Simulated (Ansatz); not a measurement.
CH4O3, SMILES OC(O)O, harmonic frequencies at the relaxed geometry

Computed with Ansatz 0.2.0, Python API.

Script `ch4o3.py`:
```python
# -*- coding: utf-8 -*-
'''Harmonic frequencies of CH4O3 at its relaxed geometry.'''

import itertools

import ansatz as az
from ase.data import atomic_numbers, covalent_radii
import numpy as np

GEOMETRY = '''
O    -1.07160    0.40280   -0.75080
C    -0.12660    0.27330    0.19650
O     1.06310    0.77600   -0.27780
O     0.10920   -1.07840    0.45460
H    -0.77430   -0.03420   -1.55160
H    -0.40420    0.82720    1.10830
H     1.57080   -0.02130   -0.58380
H    -0.27430   -1.20260    1.34880
'''


def main():
    geometry = az.Crystal.molecule()
    for line in GEOMETRY.strip().splitlines():
        symbol, *xyz = line.split()
        geometry = geometry.atom(symbol, [float(v) for v in xyz])

    calc = (
        geometry.calculation()
        .basis(gaussian='6-31G*')
        .functional('r2scan', dispersion='d4')
    )
    symbols = [site.symbol for site in geometry.cartesian_sites]
    start = np.array([site.position_ang for site in geometry.cartesian_sites], dtype=float)
    data = calc.relax(force_tolerance=0.003).run(threads=1).report
    end = np.array(data['positions_ang'])

    # pairs closer than 1.2 times the sum of covalent radii, before or after
    radius = [covalent_radii[atomic_numbers[s]] for s in symbols]
    span = lambda where, i, j: np.linalg.norm(where[i] - where[j])
    bonded = [(i, j) for i, j in itertools.combinations(range(len(symbols)), 2) if min(span(start, i, j), span(end, i, j)) < 1.2 * (radius[i] + radius[j])]
    print('pair        before    after (A)')
    for i, j in bonded:
        print(f'{symbols[i]}{i}-{symbols[j]}{j}'.ljust(10), f'{span(start, i, j):8.4f} {span(end, i, j):8.4f}')
    for first, second in list(itertools.combinations(bonded, 2)):
        shared = set(first) & set(second)
        if shared and symbols[(j := shared.pop())] != 'H':
            i, k = sorted((set(first) | set(second)) - {j})
            u, v = end[i] - end[j], end[k] - end[j]
            angle = np.degrees(np.arccos(np.clip(u @ v / np.linalg.norm(u) / np.linalg.norm(v), -1, 1)))
            print(f'final angle {symbols[i]}{i}-{symbols[j]}{j}-{symbols[k]}{k}: {angle:.2f} deg')

    # frequencies need a stationary point, so they are taken at the relaxed geometry
    minimum = az.Crystal.molecule()
    for symbol, place in zip(symbols, end):
        minimum = minimum.atom(symbol, place.tolist())
    vibrating = (
        minimum.calculation()
        .basis(gaussian='6-31G*')
        .functional('r2scan', dispersion='d4')
        .phonons(temperatures=(100, 500, 100))
    )
    vib = vibrating.run(threads=1).report['vibrations']
    sums = vib['harmonic_sums']
    modes = [m['omega_inv_cm'] for m in sums['modes_at_gamma'] if m['rigid_motion'] == 'no']
    for number, w in enumerate(modes, start=1):
        print(f'mode {number:2d} {w:9.1f} 1/cm {w / 8065.544 * 1000:8.2f} meV')
    print('imaginary modes:', sum(w < 0 for w in modes), ' zero-point energy:', round(sums['zero_point_energy_ev'], 4), 'eV')
    print('T (K)   F_vib (eV)   S_vib (meV/K)   C_vib (meV/K)')
    for row in zip(sums['temperatures_k'], sums['vibrational_free_energy_ev'], vib['entropy_ev_per_k'], vib['heat_capacity_ev_per_k']):
        print(f'{row[0]:6.1f} {row[1]:11.4f} {1000 * row[2]:13.4f} {1000 * row[3]:15.4f}')


if __name__ == '__main__':
    main()
```

```console
$ python ch4o3.py
pair        before    after (A)
O0-C1        1.3443   1.3843
O0-H4        0.9595   0.9744
C1-O2        1.3759   1.3919
C1-O3        1.3962   1.4129
C1-H5        1.1024   1.1024
O2-H6        0.9935   0.9708
O3-H7        0.9809   0.9707
final angle C1-O0-H4: 105.21 deg
final angle O0-C1-O2: 109.31 deg
final angle O0-C1-O3: 113.05 deg
final angle O0-C1-H5: 105.30 deg
final angle O2-C1-O3: 105.79 deg
final angle O2-C1-H5: 112.60 deg
final angle C1-O2-H6: 106.34 deg
final angle O3-C1-H5: 110.93 deg
final angle C1-O3-H7: 106.82 deg
mode  1     236.3 1/cm    29.30 meV
mode  2     331.2 1/cm    41.07 meV
mode  3     365.0 1/cm    45.26 meV
mode  4     510.7 1/cm    63.32 meV
mode  5     562.9 1/cm    69.79 meV
mode  6     651.0 1/cm    80.71 meV
mode  7     992.2 1/cm   123.02 meV
mode  8    1051.8 1/cm   130.41 meV
mode  9    1101.4 1/cm   136.55 meV
mode 10    1244.8 1/cm   154.33 meV
mode 11    1301.4 1/cm   161.36 meV
mode 12    1377.3 1/cm   170.76 meV
mode 13    1428.8 1/cm   177.15 meV
mode 14    1492.1 1/cm   185.00 meV
mode 15    3014.0 1/cm   373.69 meV
mode 16    3691.7 1/cm   457.72 meV
mode 17    3743.1 1/cm   464.09 meV
mode 18    3749.4 1/cm   464.86 meV
imaginary modes: 0  zero-point energy: 1.6642 eV
T (K)   F_vib (eV)   S_vib (meV/K)   C_vib (meV/K)
 100.0      1.6638        0.0209          0.0705
 200.0      1.6568        0.1277          0.2578
 300.0      1.6373        0.2649          0.4283
 400.0      1.6036        0.4098          0.5831
 500.0      1.5553        0.5545          0.7135
```

The frequencies are harmonic and unscaled, in a modest basis. The result belongs to the one conformer reached from this start, and soft torsions count as harmonic oscillators. Timing: 110 s on 1 thread of Arm Neoverse V2, with other jobs on the host, peak memory 0.2 GiB.
